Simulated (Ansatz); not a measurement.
Basis-set series for C$_{2}$H$_{4}$OS (`CC(=O)S`). Charge 0, multiplicity 1. Geometry: relaxed with PBE0-D4/def2-TZVP. It is one conformer, not always the lowest.

```json
{"functional": "PBE0-D4", "basis": "def2-SVP", "functions": "80", "energy (Eh)": "-551.49153", "HOMO (eV)": "-7.59", "LUMO (eV)": "-0.39"}
{"functional": "PBE0-D4", "basis": "def2-QZVPP", "functions": "361", "energy (Eh)": "-551.82645", "HOMO (eV)": "-7.73", "LUMO (eV)": "-0.72"}
{"functional": "ωB97M-V", "basis": "def2-SVP", "functions": "80", "energy (Eh)": "-551.71242", "HOMO (eV)": "-9.83", "LUMO (eV)": "1.97"}
{"functional": "ωB97M-V", "basis": "def2-QZVPP", "functions": "361", "energy (Eh)": "-552.05270", "HOMO (eV)": "-10.02", "LUMO (eV)": "1.52"}
```

**Question.** Give the rows for def2-TZVPP. (Best estimate.)

**Answer.** Computed: 
```
functional       basis  functions  energy (Eh)  HOMO (eV)  LUMO (eV)
   PBE0-D4  def2-TZVPP        191   -551.80593      -7.70      -0.64
   ωB97M-V  def2-TZVPP        191   -552.03303      -9.98       1.65
```

Positive LUMOs are unbound and depend on the basis.
